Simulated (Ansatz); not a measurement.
# Basis-set limit of AlNH₂, singlet

```xyz
4

Al    0.0000    0.0000    0.6968
N     0.0000    0.0000   -1.0992
H     0.0000    0.8223   -1.6887
H     0.0000   -0.8223   -1.6887
```

Connectivity, by distances: Al–NH2.

Ansatz 0.2.0, RHF determinant, valence electrons correlated. Energies in eV.

```
        set  X  functions  Hartree–Fock  MP2 correlation  CCSD(T) correlation                                                                                                              time
def2-TZVPPD  3        119    -8097.4958          -7.5762              -8.3911                0.99 s on 1 × NVIDIA H100 80GB HBM3 with 1 thread of AMD EPYC 7R13 Processor (Zen 3) (shared host)
def2-QZVPPD  4        205    -8097.7412          -8.0759              -8.8234  1.5 s on 1 × NVIDIA H100 80GB HBM3 with 1 thread of AMD EPYC 7R13 Processor (Zen 3), with other jobs on the host
```

Hartree–Fock is taken to follow E(X) = E∞ + A·exp(−7.88·√X), correlation E(X) = E∞ + B·X^−2.97.

Cautions: restricted determinant unstable towards unrestricted.

Task: Work out the CCSD(T) energy at the limit, and how far the shortcut misses it that extrapolates MP2 and adds CCSD(T) minus MP2 from the smaller set.

Result: Hartree–Fock: E∞ = E4 + 0.1377·(E4 − E3) = -8097.7750. Correlation: E∞ = E4 + 0.7407·(E4 − E3) = -9.1436 for CCSD(T) and -8.4461 for MP2. The limit is -8106.9186 eV, 0.354 eV below def2-QZVPPD. The shortcut gives a correlation energy of -8.4461 + (-0.8149) = -9.2610, 117 meV lower than the direct value.

Past Ne part of the Hartree–Fock step between the two sets comes from the cores, which don't follow the formula, so the 34 meV that it adds to the total can overshoot; that part largely cancels in differences.
